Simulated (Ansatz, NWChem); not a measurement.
From NWChem to Ansatz

This NWChem 7.3.0 job computes CClF3 (SMILES FC(F)(F)Cl):

job.xyz:
```
5

F      0.213700     0.019100     1.326100
C     -0.002200    -0.082500     0.026100
F     -1.249600    -0.474600    -0.167100
F      0.811700    -0.999000    -0.468500
Cl     0.276300     1.463300    -0.758000
```

job.nw:
```
start job
memory stack 880 mb heap 220 mb global 1100 mb

geometry units angstrom noautosym nocenter noautoz
 load format xyz job.xyz
end

basis spherical bse
 * library def2-SVP
end

dft
 xc pbe0
 grid xfine
 convergence energy 1e-08
 iterations 100
 mulliken
end

task dft gradient
```

```bash
$ nwchem job.nw > job.out
```

The shape is that of a PBE0-D4/def2-TZVP optimisation.

It gives a total energy of -796.959202 Eh.

**Question.** Write the same calculation for Ansatz 0.2.0 as an input file of the program's own.

**Answer.** For example:

molecule.yaml:
```yaml
crystal:
  periodic: [false, false, false]
  atoms:
    - symbol: F
      position_ang: [0.213700, 0.019100, 1.326100]
    - symbol: C
      position_ang: [-0.002200, -0.082500, 0.026100]
    - symbol: F
      position_ang: [-1.249600, -0.474600, -0.167100]
    - symbol: F
      position_ang: [0.811700, -0.999000, -0.468500]
    - symbol: Cl
      position_ang: [0.276300, 1.463300, -0.758000]
basis:
  gaussian:
    orbitals: def2-SVP
hamiltonian:
  xc: {name: PBE0}
accuracy: high
output: {forces: true, orbitals: {seedname: orbitals}}
```

```bash
$ ansatz run molecule.yaml --threads 1 --pin off --max-ram 2610MiB --events-out events.jsonl --progress --plain --runs-dir runs
```

Its energy is -796.959202 Eh, 0.000 mEh from the first.
